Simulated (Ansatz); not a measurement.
The input, for Ansatz 0.2.0:

```yaml
crystal:
  periodic: [false, false, false]
  atoms:
    - {symbol: O, position_ang: [0.064665, -0.231980, 1.003182]}
    - {symbol: B, position_ang: [-0.100512, -0.150217, -0.296011]}
    - {symbol: Si, position_ang: [-0.023633, -0.147059, -2.206053]}
    - {symbol: H, position_ang: [0.059480, 0.529256, 1.498882]}
basis:
  gaussian: {orbitals: cc-pVDZ}
magnetization: {spin_polarized: false}
correlation: {method: ccsdt_q, electrons: outside_noble_gas}
```

```sh
$ ansatz run in.yaml --threads 1 --pin off --events-out ev --progress --plain --max-ram 2393MiB
```

Output:

```
912 factors; integrals over basis functions are off by at most 2.3e-7 eV
mean field evaluation 1: about -10583.0274 eV, gradient 2.8e1 eV
mean field evaluation 2: about -10583.0294 eV, gradient 2.8e1 eV
mean field evaluation 4: about -10584.7303 eV, gradient 2.5e0 eV
mean field evaluation 8: about -10584.7715 eV, gradient 1.4e-3 eV
mean field evaluation 16: about -10584.7678 eV, gradient 2.6e-1 eV
mean field evaluation 32: about -10584.7321 eV, gradient 5.9e-1 eV
mean field evaluation 64: about -10584.3608 eV, gradient 2.7e-3 eV
mean field -10584.77152752 eV, -388.9831790205 hartree, gradient 2.5e-6 eV, S^2 0.000000; 6 other end points of the search recorded, 0 dependent functions left out; unrestricted orbitals would lower it
mean field evaluation 96: about -10585.5269 eV, gradient 7.2e-2 eV
determinant -10584.77152752 eV, -388.9831790205 hartree, with singles and doubles -10594.55009991 eV, -389.3425349276 hartree
determinant -10584.36074895 eV, -388.9680831866 hartree, with singles and doubles -10594.04446805 eV, -389.3239532997 hartree
determinant -10584.77152752 eV, -388.9831790205 hartree, with singles and doubles -10594.55200756 eV, -389.3426050327 hartree
determinant -10584.36074895 eV, -388.9680831866 hartree, with singles and doubles -10594.05265227 eV, -389.3242540640 hartree
7 core orbitals not correlated: weight in the atoms' cores, before any rotation towards them, 1.000 or more for the frozen orbitals, at most 0.000 for the correlated occupied ones
reference -10584.77152752 eV, -388.9831790205 hartree; 7, 7 occupied and 37, 37 virtual orbitals, 912 factors
second order -8.89719380 eV of doubles, -0.00000000 eV of singles
cycle   1  -9.32900204 eV  change   -4.3e-1 eV  update   1.1e-1
cycle   2  -9.84015309 eV  change   -5.1e-1 eV  update   5.8e-2
...
cycle  29  -10.16476161 eV  change   -3.8e-7 eV  update   7.5e-6
cycle  30  -10.16476013 eV  change    1.5e-6 eV  update   6.0e-6
cycle  31  -10.16476079 eV  change   -6.5e-7 eV  update   4.3e-6
cycle  32  -10.16476370 eV  change   -2.9e-6 eV  update   3.4e-6
cycle  33  -10.16476517 eV  change   -1.5e-6 eV  update   2.9e-6
cycle  34  -10.16476587 eV  change   -7.0e-7 eV  update   2.4e-6
cycle  35  -10.16476832 eV  change   -2.5e-6 eV  update   2.1e-6
cycle  36  -10.16476937 eV  change   -1.0e-6 eV  update   1.6e-6
cycle  37  -10.16476992 eV  change   -5.6e-7 eV  update   1.2e-6
cycle  38  -10.16477096 eV  change   -1.0e-6 eV  update   8.2e-7
perturbative correction -0.04316512 eV, -0.0015862890 hartree
Total energy: -10594.97946360 eV, -389.3583137523 hartree
```

The T1 diagnostic is 0.020.

Ran on 1 thread of Arm Neoverse V2, shared host: 54 s wall, 0.38 GiB peak host memory.
